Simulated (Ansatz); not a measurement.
Process, species as SMILES: FCl (F-Cl) → F atom + Cl atom
B3LYP-D3(BJ)/def2-TZVP geometries, fixed; electronic energies without zero-point terms.

Basis-set convergence of the bond dissociation energy at B3LYP with Ansatz (an electronic-structure program). Cartesian d functions, on some or all atoms, in 6-31G**, 6-31+G*, 6-311G**; all else is spherical. The program fits the integrals of some runs and decomposes those of others, by size. Open shells are unrestricted. No added dispersion term, no relativity. Functions are those of the species that has most. Reference: the value in aug-cc-pV(5+d)Z, 61.04 kcal/mol, itself unsure by roughly 0.07 kcal/mol (its mean distance from pcseg-4, aug-pcseg-3, aug-cc-pV(Q+d)Z). Deviations are taken from unrounded values.

```tsv
basis	functions	bond dissociation energy (kcal/mol)	minus reference (kcal/mol)
3-21G	22	42.99	-18.05
6-31G	22	36.36	-24.68
pcseg-0	22	39.28	-21.76
pcseg-1	32	53.32	-7.72
6-31G**	34	56.88	-4.16
6-31+G*	42	55.63	-5.41
6-311G**	45	51.26	-9.78
aug-pcseg-1	50	55.69	-5.35
aug-cc-pV(D+d)Z	55	58.64	-2.40
pcseg-2	64	59.56	-1.48
cc-pV(T+d)Z	69	60.06	-0.98
def2-TZVPP	73	60.05	-1.00
def2-TZVPD	86	60.29	-0.75
jun-cc-pV(T+d)Z	87	60.28	-0.76
aug-pcseg-2	96	60.48	-0.57
aug-cc-pV(Q+d)Z	169	60.96	-0.08
pcseg-4	206	61.11	0.07
aug-cc-pV(5+d)Z	263	61.04	0.00
```
